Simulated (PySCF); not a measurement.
Compound: (CH3)2PPF2, C2H6F2P2.
Bonds: C1–P2, P2–C3, P2–P4, P4–F5, P4–F6. Hydrogens: H7, H8, H9 on C1; H10, H11, H12 on C3.

The same species was optimised twice, with GFN2-xTB and with PBE0-D3(BJ)/def2-SVP (PySCF), and the same property calculations (PySCF, gas phase) were run on both structures.

```json
{"coordinate": "P2–P4 (Å)", "GFN2-xTB": "2.215", "PBE0-D3(BJ)/def2-SVP": "2.228", "change": "+0.013"}
{"coordinate": "P4–F6 (Å)", "GFN2-xTB": "1.623", "PBE0-D3(BJ)/def2-SVP": "1.616", "change": "-0.007"}
{"coordinate": "P4–F5 (Å)", "GFN2-xTB": "1.623", "PBE0-D3(BJ)/def2-SVP": "1.619", "change": "-0.004"}
{"coordinate": "C1–P2 (Å)", "GFN2-xTB": "1.856", "PBE0-D3(BJ)/def2-SVP": "1.857", "change": "+0.001"}
{"coordinate": "P2–C3 (Å)", "GFN2-xTB": "1.856", "PBE0-D3(BJ)/def2-SVP": "1.856", "change": "0.000"}
{"coordinate": "F5–P4–F6 (°)", "GFN2-xTB": "94.5", "PBE0-D3(BJ)/def2-SVP": "99.0", "change": "+4.5"}
{"coordinate": "C3–P2–P4 (°)", "GFN2-xTB": "93.7", "PBE0-D3(BJ)/def2-SVP": "96.0", "change": "+2.3"}
{"coordinate": "C1–P2–C3 (°)", "GFN2-xTB": "98.8", "PBE0-D3(BJ)/def2-SVP": "100.5", "change": "+1.7"}
{"coordinate": "P2–P4–F5 (°)", "GFN2-xTB": "97.2", "PBE0-D3(BJ)/def2-SVP": "95.9", "change": "-1.3"}
{"coordinate": "P2–P4–F6 (°)", "GFN2-xTB": "97.2", "PBE0-D3(BJ)/def2-SVP": "97.9", "change": "+0.7"}
{"coordinate": "C1–P2–P4 (°)", "GFN2-xTB": "93.6", "PBE0-D3(BJ)/def2-SVP": "94.2", "change": "+0.6"}
{"coordinate": "C1–P2–P4–F5 (°)", "GFN2-xTB": "83", "PBE0-D3(BJ)/def2-SVP": "72", "change": "-11"}
```

Rotational constants: A = 3348, B = 1790, C = 1359 MHz (GFN2-xTB) against A = 3268, B = 1792, C = 1337 MHz (PBE0-D3(BJ)/def2-SVP). Atoms that the bonding makes alike are paired by their places after alignment.

On the GFN2-xTB structure: HOMO (eV) -6.89 [PBE0/pcSseg-1]; LUMO (eV) -0.83 [PBE0/pcSseg-1]; dipole (D) 3.22 [PBE0/pcSseg-1]; GIAO shielding of C1/C3 (mean) (ppm) 178.9 [PBE0/pcSseg-1]; GIAO shielding of P2 (ppm) 391.1 [PBE0/pcSseg-1]; GIAO shielding of P4 (ppm) -20.2 [PBE0/pcSseg-1]; GIAO shielding of F5/F6 (mean) (ppm) 291.3 [PBE0/pcSseg-1].

Problem. What do these properties become on the PBE0-D3(BJ)/def2-SVP structure?

Solution. 
| property | level | on GFN2-xTB | on PBE0-D3(BJ)/def2-SVP | change |
| --- | --- | --- | --- | --- |
| HOMO (eV) | PBE0/pcSseg-1 | -6.89 | -6.78 | +0.11 |
| LUMO (eV) | PBE0/pcSseg-1 | -0.83 | -0.60 | +0.23 |
| dipole (D) | PBE0/pcSseg-1 | 3.22 | 3.01 | -0.21 |
| energy, GFN2-xTB geometry as zero (kcal/mol) | PBE0/pcSseg-1 | 0.0 | -0.9 | -0.9 |
| GIAO shielding of C1/C3 (mean) (ppm) | PBE0/pcSseg-1 | 178.9 | 177.0 | -1.9 |
| GIAO shielding of P2 (ppm) | PBE0/pcSseg-1 | 391.1 | 380.3 | -10.8 |
| GIAO shielding of P4 (ppm) | PBE0/pcSseg-1 | -20.2 | -12.3 | +7.9 |
| GIAO shielding of F5/F6 (mean) (ppm) | PBE0/pcSseg-1 | 291.3 | 291.5 | +0.2 |

The heavy atoms differ by 0.090 Å rms after alignment (one structure mirrored). Among bonds between heavy atoms P2–P4 changes most (+0.013 Å). Changes are differences of the printed values. Neither structure is proved a minimum here.

The values belong to the conformer `[CH3:1][P:2]([CH3:3])[P:4]([F:5])[F:6]`: C1–P2–P4–F5 72°.
